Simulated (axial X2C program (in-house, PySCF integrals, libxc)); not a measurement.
## Photoelectron levels of N₂ by EOM-IP-CCSD

Computed with an axial X2C code built on PySCF integrals: two-component X2C with atomic mean-field Coulomb and Gaunt terms, Gaussian nuclei, basis N dyall-av3z with contracted cores.

R = 1.188 Å (1.090 times 1.090 Å, the PBE0 minimum at charge 0 for the lowest determinant).

Vertical ionisation energies of N₂ to the states of N₂⁺:

| Ω of N₂⁺ | vertical IE (eV) | above lowest (cm⁻¹) | ionised spinor | one-hole weight |
| --- | --- | --- | --- | --- |
| 1/2 | 15.473 | 0 | 68% N pσ, 26% N sσ | 0.93 |
| 3/2 | 16.519 | 8434 | 90% N pπ | 0.96 |
| 1/2 | 16.528 | 8503 | 90% N pπ | 0.96 |
| 1/2 | 19.318 | 31011 | 46% N pσ, 44% N sσ | 0.87 |

(1) What is the splitting of the first π pair in the table, and is it regular or inverted?

This point took 9.1 s on 1 thread of Arm Neoverse N1, on a shared host.

Reference electrons by ω block (each with its −ω partner): 1/2: 6, 3/2: 1. 10 electrons of N₂ correlated (inner shells frozen), 94 natural virtual spinors (a truncated set); levels can be off by some tenths of an eV. Roots sought by Ω: (1/2: 4, 3/2: 3, 5/2: 1); rows need 60 % one-particle weight and stop where some Ω has no more roots. Missing are any skipped roots, higher Ω and states of a further excitation; these come out far too high here and may in truth be low or lowest. T1 of the reference 0.015 (Lee–Taylor). Number of frozen shells: N 1 s. g and u states are not told apart.

Results:

(1) E(3/2) − E(1/2) = 8434 − 8503 = -69 cm⁻¹ at EOM-IP-CCSD: inverted, Ω = 3/2 lower. Splittings at this level can be off by ten to twenty per cent.
